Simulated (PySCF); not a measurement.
## Partners of sulfur dioxide

Gas-phase complexes of sulfur dioxide, each in one structure from a short search with a few starts, optimised by PBE0-D3(BJ)/def2-SVPD or PBE0-D3(BJ)/def2-TZVPD; other ways of binding may lie lower. Energies in kcal/mol, wB97M-D3(BJ)/def2-TZVPD, counterpoise-corrected (PySCF): interaction is complex less parts frozen as they stand in it, binding adds what it costs to deform them. Contacts are written partner···sulfur dioxide; electrostatic, Pauli and orbital are terms of the uncorrected same energy, whose rest is dispersion or correlation.

1 other partner is left out, for which the search missed the form known or expected to bind best.

Frequency runs check only 3 of the 8 structures; these show no clear imaginary mode. 1 further partner within 0.25 kcal/mol of a listed one is not ranked.

**Question.** Order these partners of sulfur dioxide by binding energy, strongest first: methylamine, ethylene, hydrogen sulfide, bromide, cyanide, phosphine, ammonia, formaldehyde.

**Answer.** cyanide (-24.3), bromide (-18.6), methylamine (-9.0), ammonia (-6.1), formaldehyde (-5.2), hydrogen sulfide (-2.8), ethylene (-2.3), phosphine (-1.9).
```csv
partner,contact,distance (Å),binding,interaction,electrostatic,Pauli,orbital
cyanide,C···S,1.97,-24.3,-27.6,-142.9,245.6,-129.4
bromide,Br···S,2.67,-18.6,-20.1,-50.6,70.5,-38.8
methylamine,N···S,2.34,-9.0,-11.1,-42.0,64.0,-30.3
ammonia,N···S,2.52,-6.1,-6.4,-25.2,34.9,-14.7
formaldehyde,O···S,2.58,-5.2,-6.0,-14.7,19.3,-8.8
hydrogen sulfide,S···S,3.20,-2.8,-2.9,-8.2,10.8,-4.1
ethylene,C···S,3.14,-2.3,-2.7,-6.1,8.4,-3.2
phosphine,P···S,3.30,-1.9,-2.0,-6.6,9.2,-3.5
```
